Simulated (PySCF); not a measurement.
PySCF input (BP86/def2-TZVPD):

```python
from pyscf import gto, scf, dft

mol = gto.M(
    atom='''
    N    -0.00000000   -0.00000000   -0.56338698
    O     0.00000000    0.00000000    0.49296360
    ''',
    basis='def2-tzvpd',
    charge=1,
    spin=0,
    verbose=4,
)

mf = dft.RKS(mol, xc='bp86').density_fit(auxbasis='def2-universal-jkfit')
mf.grids.level = 3
mf.conv_tol = 1e-9
mf.max_cycle = 100
mf.max_memory = 1500
mf.kernel()
if not mf.converged:
    mf = mf.newton()
    mf.kernel(mf.make_rdm1())
mf.analyze()
```

Output:

```
PySCF version 2.14.0

[INPUT] verbose = 4
[INPUT] num. atoms = 2
[INPUT] num. electrons = 14
[INPUT] charge = 1
[INPUT] spin (= nelec alpha-beta = 2S) = 0
[INPUT] symmetry False subgroup None
[INPUT] Mole.unit = angstrom
[INPUT] Symbol           X                Y                Z      unit          X                Y                Z       unit  Magmom
[INPUT]  1 N      0.000000000000   0.000000000000  -0.563386980000 AA    0.000000000000   0.000000000000  -1.064647094346 Bohr   0.0
[INPUT]  2 O      0.000000000000   0.000000000000   0.492963600000 AA    0.000000000000   0.000000000000   0.931566193380 Bohr   0.0

nuclear repulsion = 28.0531145365774
number of shells = 27
number of NR pGTOs = 107
number of NR cGTOs = 77
basis = def2-tzvpd
ecp = {}

******** <class 'pyscf.df.df_jk.DFRKS'> ********
method = DFRKS
initial guess = minao
damping factor = 0
level_shift factor = 0
DIIS = <class 'pyscf.scf.diis.CDIIS'>
diis_start_cycle = 1
diis_space = 8
diis_damp = 0
SCF conv_tol = 1e-09
SCF conv_tol_grad = None
SCF max_cycles = 100
direct_scf = False
XC library pyscf.dft.libxc version 7.1.2
    S. Lehtola, C. Steigemann, M. J. T. Oliveira, and M. A. L. Marques,  SoftwareX 7, 1–5 (2018)
XC functionals = bp86
    A. D. Becke,  Phys. Rev. A 38, 3098 (1988)
    J. P. Perdew,  Phys. Rev. B 33, 8822 (1986)
    J. P. Perdew,  Phys. Rev. B 34, 7406–7406 (1986)
radial grids:
    Treutler-Ahlrichs [JCP 102, 346 (1995); DOI:10.1063/1.469408] (M4) radial grids

becke partition: Becke, JCP 88, 2547 (1988); DOI:10.1063/1.454033
pruning grids: <function nwchem_prune>
grids dens level: 3
symmetrized grids: False
atomic radii adjust function: <function treutler_atomic_radii_adjust>
small_rho_cutoff = 0
Set gradient conv threshold to 3.16228e-05
Initial guess from minao.
tot grids = 27984
init E= -130.396669390271
  HOMO = -0.446983902619877  LUMO = -0.114235168228127  gap/eV = 9.05455
cycle= 1 E= -129.529518346019  delta_E= 0.867  |g|= 0.575  |ddm|= 1.31
  HOMO = -0.921381131747502  LUMO = -0.601869576965785  gap/eV = 8.69435
cycle= 2 E= -129.052532655956  delta_E= 0.477  |g|= 1.81  |ddm|= 0.896
  HOMO = -0.894055632688307  LUMO = -0.582370861482049  gap/eV = 8.48137
cycle= 3 E= -129.592332677986  delta_E= -0.54  |g|= 0.232  |ddm|= 0.671
  HOMO = -0.857490422769104  LUMO = -0.538169800475884  gap/eV = 8.68916
cycle= 4 E= -129.600696619542  delta_E= -0.00836  |g|= 0.0123  |ddm|= 0.0993
  HOMO = -0.854267365994581  LUMO = -0.534235747891746  gap/eV = 8.70850
cycle= 5 E= -129.600716078194  delta_E= -1.95e-05  |g|= 0.00334  |ddm|= 0.0107
  HOMO = -0.853568910155381  LUMO = -0.533810867524887  gap/eV = 8.70106
cycle= 6 E= -129.600718080044  delta_E= -2e-06  |g|= 0.000391  |ddm|= 0.00204
  HOMO = -0.85360806767396  LUMO = -0.533833841066597  gap/eV = 8.70150
cycle= 7 E= -129.600718102115  delta_E= -2.21e-08  |g|= 5.64e-05  |ddm|= 0.000207
  HOMO = -0.853606767546658  LUMO = -0.533829619511112  gap/eV = 8.70158
cycle= 8 E= -129.600718102684  delta_E= -5.69e-10  |g|= 4.97e-06  |ddm|= 3.05e-05
  HOMO = -0.853605774436531  LUMO = -0.533829216265612  gap/eV = 8.70156
Extra cycle  E= -129.600718102632  delta_E= 5.14e-11  |g|= 1.83e-05  |ddm|= 8.07e-06
converged SCF energy = -129.600718102632
**** SCF Summaries ****
Total Energy =                        -129.600718102632328
Nuclear Repulsion Energy =              28.053114536577436
One-electron Energy =                 -225.608778972612356
Two-electron Energy =                   67.954946333402603
Two-electron Coulomb Energy =           82.983830351105240
DFT Exchange-Correlation Energy =      -15.028884017702644
HOMO-LUMO gap [eV] =                     8.701563364535865
**** MO energy ****
MO #1   energy= -19.3938923548185  occ= 2
MO #2   energy= -14.6221609929621  occ= 2
MO #3   energy= -1.68483193440062  occ= 2
MO #4   energy= -1.0238111066741   occ= 2
MO #5   energy= -0.939141759947567 occ= 2
MO #6   energy= -0.939141759947529 occ= 2
MO #7   energy= -0.853605774436531 occ= 2
MO #8   energy= -0.533829216265612 occ= 0
MO #9   energy= -0.533829216265581 occ= 0
MO #10  energy= -0.184155193318759 occ= 0
MO #11  energy= -0.132648785078079 occ= 0
MO #12  energy= -0.132648785078043 occ= 0
MO #13  energy= -0.123970996376923 occ= 0
MO #14  energy= -0.0648589923087499 occ= 0
MO #15  energy= 0.000780763370435451 occ= 0
MO #16  energy= 0.000780863753721612 occ= 0
MO #17  energy= 0.0665989016490514 occ= 0
MO #18  energy= 0.066598901649149  occ= 0
MO #19  energy= 0.0849547496704123 occ= 0
MO #20  energy= 0.101122160083304  occ= 0
MO #21  energy= 0.143430765155657  occ= 0
MO #22  energy= 0.14343076515572   occ= 0
MO #23  energy= 0.169098892437901  occ= 0
MO #24  energy= 0.209947507390329  occ= 0
MO #25  energy= 0.209947507390361  occ= 0
MO #26  energy= 0.220645112950075  occ= 0
MO #27  energy= 0.220645491225657  occ= 0
MO #28  energy= 0.265242315176671  occ= 0
MO #29  energy= 0.373758263937468  occ= 0
MO #30  energy= 0.542438521691192  occ= 0
MO #31  energy= 0.562782893557087  occ= 0
MO #32  energy= 0.562782893557131  occ= 0
MO #33  energy= 0.74491244328531   occ= 0
MO #34  energy= 0.74491256371067   occ= 0
MO #35  energy= 0.808388642143974  occ= 0
MO #36  energy= 0.919579899663163  occ= 0
MO #37  energy= 0.919579899663193  occ= 0
MO #38  energy= 1.24477496723112   occ= 0
MO #39  energy= 1.29437412455994   occ= 0
MO #40  energy= 1.29437416777076   occ= 0
MO #41  energy= 1.51041144840853   occ= 0
MO #42  energy= 1.51041144840856   occ= 0
MO #43  energy= 1.69379265789739   occ= 0
MO #44  energy= 1.69379265789745   occ= 0
MO #45  energy= 1.70897157924697   occ= 0
MO #46  energy= 1.84180566645696   occ= 0
MO #47  energy= 1.95309836233228   occ= 0
MO #48  energy= 2.45905156168361   occ= 0
MO #49  energy= 2.45905156168365   occ= 0
MO #50  energy= 2.76682474183918   occ= 0
MO #51  energy= 3.2533638331303    occ= 0
MO #52  energy= 3.25336383313032   occ= 0
MO #53  energy= 3.28926143881551   occ= 0
MO #54  energy= 3.28926161172234   occ= 0
MO #55  energy= 3.45360509947265   occ= 0
MO #56  energy= 3.6707155806624    occ= 0
MO #57  energy= 3.6707155806624    occ= 0
MO #58  energy= 3.98780566431657   occ= 0
MO #59  energy= 3.98780796775472   occ= 0
MO #60  energy= 4.24973394111467   occ= 0
MO #61  energy= 4.25972869783943   occ= 0
MO #62  energy= 4.25972869783947   occ= 0
MO #63  energy= 4.52985087470212   occ= 0
MO #64  energy= 4.52985087470218   occ= 0
MO #65  energy= 4.9620621028011    occ= 0
MO #66  energy= 5.19515866330488   occ= 0
MO #67  energy= 5.19515951311672   occ= 0
MO #68  energy= 5.73279721634247   occ= 0
MO #69  energy= 5.73279808499066   occ= 0
MO #70  energy= 5.97599802454241   occ= 0
MO #71  energy= 5.97599802454247   occ= 0
MO #72  energy= 6.56500313240522   occ= 0
MO #73  energy= 6.56500313240531   occ= 0
MO #74  energy= 6.59832562399756   occ= 0
MO #75  energy= 6.88956987321032   occ= 0
MO #76  energy= 31.2637771498948   occ= 0
MO #77  energy= 43.2216688393891   occ= 0
 ** Mulliken pop on meta-lowdin orthogonal AOs  **
 ** Mulliken pop  **
pop of  0 N 1s            1.99989
pop of  0 N 2s            1.64841
pop of  0 N 3s            0.01881
pop of  0 N 4s            0.00068
pop of  0 N 5s            0.00058
pop of  0 N 6s            0.00007
pop of  0 N 2px           0.73219
pop of  0 N 2py           0.73219
pop of  0 N 2pz           1.17445
pop of  0 N 3px           0.01625
pop of  0 N 3py           0.01625
pop of  0 N 3pz           0.01476
pop of  0 N 4px           0.00068
pop of  0 N 4py           0.00068
pop of  0 N 4pz           0.00292
pop of  0 N 3dxy          0.00000
pop of  0 N 3dyz          0.00499
pop of  0 N 3dz^2         0.01254
pop of  0 N 3dxz          0.00499
pop of  0 N 3dx2-y2       0.00000
pop of  0 N 4dxy          0.00000
pop of  0 N 4dyz          0.00054
pop of  0 N 4dz^2         0.00062
pop of  0 N 4dxz          0.00054
pop of  0 N 4dx2-y2       0.00000
pop of  0 N 5dxy          0.00000
pop of  0 N 5dyz          0.00138
pop of  0 N 5dz^2         0.00132
pop of  0 N 5dxz          0.00138
pop of  0 N 5dx2-y2       0.00000
pop of  0 N 4f-3          0.00000
pop of  0 N 4f-2          0.00000
pop of  0 N 4f-1          0.00067
pop of  0 N 4f+0          0.00192
pop of  0 N 4f+1          0.00067
pop of  0 N 4f+2          0.00000
pop of  0 N 4f+3          0.00000
pop of  1 O 1s            1.99993
pop of  1 O 2s            1.66059
pop of  1 O 3s            0.01208
pop of  1 O 4s            0.00018
pop of  1 O 5s            0.00050
pop of  1 O 6s            0.00033
pop of  1 O 2px           1.21777
pop of  1 O 2py           1.21777
pop of  1 O 2pz           1.40959
pop of  1 O 3px           0.01799
pop of  1 O 3py           0.01799
pop of  1 O 3pz           0.01449
pop of  1 O 4px           0.00008
pop of  1 O 4py           0.00008
pop of  1 O 4pz           0.00069
pop of  1 O 5px           0.00003
pop of  1 O 5py           0.00003
pop of  1 O 5pz           0.00037
pop of  1 O 3dxy          0.00000
pop of  1 O 3dyz          0.00613
pop of  1 O 3dz^2         0.01959
pop of  1 O 3dxz          0.00613
pop of  1 O 3dx2-y2       0.00000
pop of  1 O 4dxy          0.00000
pop of  1 O 4dyz          0.00000
pop of  1 O 4dz^2         0.00234
pop of  1 O 4dxz          0.00000
pop of  1 O 4dx2-y2       0.00000
pop of  1 O 5dxy          0.00000
pop of  1 O 5dyz          0.00070
pop of  1 O 5dz^2         0.00044
pop of  1 O 5dxz          0.00070
pop of  1 O 5dx2-y2       0.00000
pop of  1 O 4f-3          0.00000
pop of  1 O 4f-2          0.00000
pop of  1 O 4f-1          0.00060
pop of  1 O 4f+0          0.00190
pop of  1 O 4f+1          0.00060
pop of  1 O 4f+2          0.00000
pop of  1 O 4f+3          0.00000
 ** Mulliken atomic charges  **
charge of    0N =      0.60963
charge of    1O =      0.39037

WARN: System has nonzero charge 1; the dipole moment is origin-dependent.
Location of origin: [0. 0. 0.]

Dipole moment(X, Y, Z, Debye): -0.00000,  0.00000, -0.30849
```
